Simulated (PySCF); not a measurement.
# Bond curve of HCl⁺

Set-up: H def2-TZVP, Cl def2-TZVP; no relativity (PySCF 2.14). Energies in eV from H + Cl⁺ in their ground configurations at the same level. State: ²Π (doublet), unpaired electrons π ↑.

All columns are PBE0. A positive dipole points towards Cl; it is taken about the centre of mass and depends on that origin.

| R (Å) | E (eV) | μ (D) | Mulliken charge on H (basis-dependent) | HOMO (eV) | LUMO (eV) | Mayer bond order | ⟨S²⟩ |
| --- | --- | --- | --- | --- | --- | --- | --- |
| 1.137 | -4.193 | -1.35 | 0.32 | -19.66 | -16.10 | 0.90 | 0.75 |
| 1.190 | -4.533 | -1.47 | 0.34 | -19.57 | -16.02 | 0.88 | 0.75 |
| 1.243 | -4.727 | -1.59 | 0.36 | -19.47 | -15.93 | 0.87 | 0.75 |
| 1.282 | -4.798 | -1.68 | 0.37 | -19.40 | -15.86 | 0.86 | 0.75 |
| 1.322 | -4.819 | -1.78 | 0.39 | -19.33 | -15.79 | 0.85 | 0.75 |
| 1.362 | -4.799 | -1.89 | 0.40 | -19.26 | -15.72 | 0.84 | 0.75 |
| 1.415 | -4.725 | -2.03 | 0.41 | -19.16 | -15.63 | 0.83 | 0.75 |
| 1.481 | -4.573 | -2.22 | 0.43 | -19.04 | -15.51 | 0.81 | 0.76 |
| 1.560 | -4.334 | -2.47 | 0.45 | -18.89 | -15.37 | 0.79 | 0.76 |
| 1.666 | -3.965 | -2.81 | 0.47 | -18.69 | -15.17 | 0.77 | 0.76 |

A fit through these points gives, at Re = 1.321 Å, μ = -1.78 D and dμ/dR = -2.56 D/Å; the reduced mass is 0.9796 u.

Problem. How strong is the fundamental in the double-harmonic approximation, I = 42.26·(dμ/dR)²/μred km/mol?

Solution. I = 42.26·(-2.56)²/0.9796 = 283 km/mol at PBE0.

For an ion De counts to the pair picked by the measured ionisation energies or electron affinities, which need not be the lowest pair at this level. The state was picked by a PBE0 search and need not be the measured ground state.
